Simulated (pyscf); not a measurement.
# Routes from Cl–SnH(Cl)–Cl

Candidate steps break at most two bonds and form at most two. Each was searched with GFN2-xTB (tblite) first. Structures and frequencies: ωB97X-D3(BJ)/def2-SVP in PySCF. Energies: ωB97M-D3(BJ)/def2-TZVP, kcal/mol, from the reactant's lowest minimum found, singlet surface; ΔG‡ with ideal gas, 1 atm, RRHO with modes under 100 cm⁻¹ raised to 100, one conformer, R ln 2 for chiral ones without a mode under 150 cm⁻¹.

```tsv
products	type	ΔE‡	ΔE	ΔG‡ 298 K	ΔG‡ 900 K	ν‡ (cm⁻¹)
HCl + Cl–Sn:–Cl [singlet]	1,1-elimination	46.0	+9.1	43.4	41.9	1258i
Cl–Cl + Cl–SnH: [singlet]	1,1-elimination	110.1	+86.1	107.7	106.3	365i
```

Row 1: On the product side the descent ends in a complex (not fully relaxed), 5.9 kcal/mol under the separated species and 40.0 kcal/mol under the saddle at ωB97X-D3(BJ)/def2-TZVP. Row 2: On the product side the descent ends in a complex, 7.1 kcal/mol under the separated species and 27.5 kcal/mol under the saddle at ωB97X-D3(BJ)/def2-TZVP. 

Plain bond fissions and candidates not yet searched are not listed, and one of them may be faster. Each barrier is that of the saddle found; lower ones may exist. A restricted solution here is unstable towards spin polarisation, so biradical character is likely and single-reference numbers are less safe. Elements past Kr carry the def2 core potentials, without spin-orbit coupling.
